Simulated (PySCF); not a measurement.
Compound: methyl(trifluoromethyl) sulfide, C₂H₃F₃S.
Atom-mapped SMILES: `[CH3:1][S:2][C:3]([F:4])([F:5])[F:6]` (hydrogens: H7, H8, H9 on C1)

The same species was optimised twice, with GFN2-xTB and with PBE0-D3(BJ)/def2-SVP (PySCF), and the same property calculations (PySCF, gas phase) were run on both structures.

| coordinate | GFN2-xTB | PBE0-D3(BJ)/def2-SVP | change |
| --- | --- | --- | --- |
| S2–C3 (Å) | 1.820 | 1.804 | -0.016 |
| C1–S2 (Å) | 1.818 | 1.807 | -0.011 |
| C3–F6 (Å) | 1.337 | 1.334 | -0.003 |
| C3–F4 (Å) | 1.337 | 1.334 | -0.003 |
| C3–F5 (Å) | 1.325 | 1.326 | +0.001 |
| S2–C3–F5 (°) | 111.0 | 108.3 | -2.7 |
| C1–S2–C3 (°) | 96.5 | 98.0 | +1.5 |
| S2–C3–F6 (°) | 111.8 | 112.5 | +0.7 |
| S2–C3–F4 (°) | 111.8 | 112.5 | +0.7 |
| F5–C3–F6 (°) | 107.8 | 108.4 | +0.6 |
| F4–C3–F5 (°) | 107.8 | 108.3 | +0.5 |
| F4–C3–F6 (°) | 106.4 | 106.6 | +0.2 |
| C1–S2–C3–F4 (°) | 60 | 62 | +2 |

Rotational constants: A = 4418, B = 2322, C = 2091 MHz (GFN2-xTB) against A = 4415, B = 2332, C = 2097 MHz (PBE0-D3(BJ)/def2-SVP).

On the GFN2-xTB structure: lowest singlet, TDDFT (eV) 5.55 [CAM-B3LYP/def2-SVPD]; lowest triplet, Tamm–Dancoff (eV) 5.00 [CAM-B3LYP/def2-SVPD]; isotropic polarisability (au) 48.8 [CAM-B3LYP/def2-SVPD]; HOMO (eV) -8.97 [CAM-B3LYP/def2-SVPD]; LUMO (eV) 0.68 [CAM-B3LYP/def2-SVPD]; dipole (D) 2.35 [CAM-B3LYP/def2-SVPD]; HOMO (eV) -7.55 [PBE0/pcSseg-1]; LUMO (eV) 0.12 [PBE0/pcSseg-1]; dipole (D) 2.19 [PBE0/pcSseg-1]; GIAO shielding of C1 (ppm) 168.9 [PBE0/pcSseg-1]; GIAO shielding of S2 (ppm) 427.2 [PBE0/pcSseg-1]; GIAO shielding of C3 (ppm) 44.1 [PBE0/pcSseg-1]; GIAO shielding of F4/F5/F6 (mean) (ppm) 232.5 [PBE0/pcSseg-1].

Q: What do these properties become on the PBE0-D3(BJ)/def2-SVP structure?

A: 
```json
{"property": "lowest singlet, TDDFT (eV)", "level": "CAM-B3LYP/def2-SVPD", "on GFN2-xTB": "5.55", "on PBE0-D3(BJ)/def2-SVP": "5.65", "change": "+0.10"}
{"property": "lowest triplet, Tamm–Dancoff (eV)", "level": "CAM-B3LYP/def2-SVPD", "on GFN2-xTB": "5.00", "on PBE0-D3(BJ)/def2-SVP": "5.11", "change": "+0.11"}
{"property": "isotropic polarisability (au)", "level": "CAM-B3LYP/def2-SVPD", "on GFN2-xTB": "48.8", "on PBE0-D3(BJ)/def2-SVP": "48.8", "change": "0.0"}
{"property": "HOMO (eV)", "level": "CAM-B3LYP/def2-SVPD", "on GFN2-xTB": "-8.97", "on PBE0-D3(BJ)/def2-SVP": "-8.96", "change": "+0.01"}
{"property": "LUMO (eV)", "level": "CAM-B3LYP/def2-SVPD", "on GFN2-xTB": "0.68", "on PBE0-D3(BJ)/def2-SVP": "0.73", "change": "+0.05"}
{"property": "dipole (D)", "level": "CAM-B3LYP/def2-SVPD", "on GFN2-xTB": "2.35", "on PBE0-D3(BJ)/def2-SVP": "2.37", "change": "+0.02"}
{"property": "energy, GFN2-xTB geometry as zero (kcal/mol)", "level": "CAM-B3LYP/def2-SVPD", "on GFN2-xTB": "0.0", "on PBE0-D3(BJ)/def2-SVP": "-0.4", "change": "-0.4"}
{"property": "HOMO (eV)", "level": "PBE0/pcSseg-1", "on GFN2-xTB": "-7.55", "on PBE0-D3(BJ)/def2-SVP": "-7.55", "change": "0.00"}
{"property": "LUMO (eV)", "level": "PBE0/pcSseg-1", "on GFN2-xTB": "0.12", "on PBE0-D3(BJ)/def2-SVP": "0.21", "change": "+0.09"}
{"property": "dipole (D)", "level": "PBE0/pcSseg-1", "on GFN2-xTB": "2.19", "on PBE0-D3(BJ)/def2-SVP": "2.21", "change": "+0.02"}
{"property": "energy, GFN2-xTB geometry as zero (kcal/mol)", "level": "PBE0/pcSseg-1", "on GFN2-xTB": "0.0", "on PBE0-D3(BJ)/def2-SVP": "-0.3", "change": "-0.3"}
{"property": "GIAO shielding of C1 (ppm)", "level": "PBE0/pcSseg-1", "on GFN2-xTB": "168.9", "on PBE0-D3(BJ)/def2-SVP": "168.4", "change": "-0.5"}
{"property": "GIAO shielding of S2 (ppm)", "level": "PBE0/pcSseg-1", "on GFN2-xTB": "427.2", "on PBE0-D3(BJ)/def2-SVP": "442.8", "change": "+15.6"}
{"property": "GIAO shielding of C3 (ppm)", "level": "PBE0/pcSseg-1", "on GFN2-xTB": "44.1", "on PBE0-D3(BJ)/def2-SVP": "45.5", "change": "+1.4"}
{"property": "GIAO shielding of F4/F5/F6 (mean) (ppm)", "level": "PBE0/pcSseg-1", "on GFN2-xTB": "232.5", "on PBE0-D3(BJ)/def2-SVP": "234.8", "change": "+2.3"}
```

The heavy atoms differ by 0.030 Å rms after alignment. Among bonds between heavy atoms S2–C3 changes most (-0.016 Å). Changes are differences of the printed values. Neither structure is proved a minimum here.

Shape of the structure used: `[CH3:1][S:2][C:3]([F:4])([F:5])[F:6]`: C1–S2–C3–F4 62°.
